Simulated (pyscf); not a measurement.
Optimised with ωB97X-D3(BJ)/def2-SVP in PySCF.

### Question
Estimate by transition-state theory the rate constant of H₃C–Al(CH₃)–Cl + methyl (CH₃•) -> ethane (H₃C–CH₃) + [H₃C–Al–Cl]• (doublet surface; Al–C broken, C–C formed) at 600 K, with ωB97M-D3(BJ)/def2-TZVP energies (ideal gas, 1 atm, RRHO with modes under 100 cm⁻¹ raised to 100, one conformer, R ln 2 for chiral ones without a mode under 150 cm⁻¹; no tunnelling).

### Answer
The electronic barrier is 34.5 kcal/mol and the thermal terms add +22.3, so ΔG‡ = 56.8 kcal/mol. With k_BT/h = 1.25e+13 s⁻¹ and RT = 1.192 kcal/mol, and a volume of 8.18e-20 cm³ per molecule at 1 atm, k = 2.1e-27 cm³ molecule⁻¹ s⁻¹. Wigner's tunnelling factor for 1193i cm⁻¹ would be 1.34. A shift of 1 kcal/mol in the barrier changes k by a factor 2.3. One saddle was located; it need not be the lowest between these sides. The angle at the attacked C is 159°.
